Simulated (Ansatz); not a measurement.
in.yaml

```yaml
crystal:
  periodic: [false, false, false]
  atoms:
    - {symbol: Si, position_ang: [0.000000, 0.000000, 0.000000]}
    - {symbol: As, position_ang: [0.000000, 0.000000, 2.339600]}
basis:
  gaussian: {orbitals: 6-31G}
total_charge: 1
correlation: {method: fic_mrcisd_q, electrons: outside_noble_gas, active_space: {window: {electrons: 8, orbitals: 8}, shells: [{species: As, l: s, shell: 4}, {species: As, l: p, shell: 4}, {species: Si, l: s, shell: 3}, {species: Si, l: p, shell: 3}]}}
```

```sh
$ ansatz run in.yaml --threads 1 --pin off --events-out ev --progress --plain --max-ram 2393MiB
```

The program prints:

```
669 factors; integrals over basis functions are off by at most 1.2e-7 eV
mean field evaluation 1: about -68632.4299 eV, gradient 2.3e1 eV
mean field evaluation 2: about -68632.4688 eV, gradient 2.3e1 eV
mean field evaluation 4: about -68635.1364 eV, gradient 1.8e0 eV
mean field evaluation 8: about -68635.1596 eV, gradient 1.4e-1 eV
mean field evaluation 16: about -68635.3311 eV, gradient 1.3e0 eV
mean field evaluation 32: about -68637.0513 eV, gradient 1.1e-1 eV
mean field evaluation 64: about -68617.7298 eV, gradient 2.8e1 eV
mean field evaluation 96: about -68637.0514 eV, gradient 3.0e-6 eV
mean field -68637.05142810 eV, -2522.3651161182 hartree, gradient 3.4e-6 eV, S^2 0.000000; 9 other end points of the search recorded, 0 dependent functions left out; unrestricted orbitals would lower it
reference -68637.05142810 eV, -2522.3651161182 hartree; 23, 23 occupied and 19, 19 virtual orbitals, 669 factors
state -68639.36219317 eV, -2522.4500351682 hartree
contracted CI cycle   1: correlation 0.00000000 eV, 0.0000000000 hartree, residual 6.63e0 eV
contracted CI cycle   2: correlation -0.73942120 eV, -0.0271732279 hartree, residual 1.13e0 eV
contracted CI cycle   3: correlation -0.76403278 eV, -0.0280776868 hartree, residual 2.21e-1 eV
contracted CI cycle   4: correlation -0.76499356 eV, -0.0281129947 hartree, residual 4.85e-2 eV
contracted CI cycle   5: correlation -0.76503618 eV, -0.0281145611 hartree, residual 9.85e-3 eV
contracted CI cycle   6: correlation -0.76503809 eV, -0.0281146312 hartree, residual 2.32e-3 eV
contracted CI cycle   7: correlation -0.76503818 eV, -0.0281146347 hartree, residual 4.77e-4 eV
contracted CI cycle   1: correlation 0.00000000 eV, 0.0000000000 hartree, residual 6.63e0 eV
contracted CI cycle   2: correlation -0.73942120 eV, -0.0271732279 hartree, residual 1.13e0 eV
contracted CI cycle   3: correlation -0.76403278 eV, -0.0280776868 hartree, residual 2.21e-1 eV
contracted CI cycle   4: correlation -0.76499356 eV, -0.0281129947 hartree, residual 4.85e-2 eV
contracted CI cycle   5: correlation -0.76503618 eV, -0.0281145611 hartree, residual 9.85e-3 eV
contracted CI cycle   6: correlation -0.76503809 eV, -0.0281146312 hartree, residual 2.32e-3 eV
contracted CI cycle   7: correlation -0.76503818 eV, -0.0281146347 hartree, residual 4.77e-4 eV
state -68639.36219317 eV, -2522.4500351682 hartree; corrected -68640.14267460 eV, -2522.4787173318 hartree
Total energy: -68640.14267460 eV, -2522.4787173318 hartree
Checks for a lower state left out: starts, orbital_swaps
```

Natural occupations: 1.9850 1.9586 1.9243 0.9655 0.9655 0.0733 0.0733 0.0545.

Ran on 1 thread of Intel Xeon Platinum 8488C, shared host: 6.5 s wall, 0.21 GiB peak host memory.
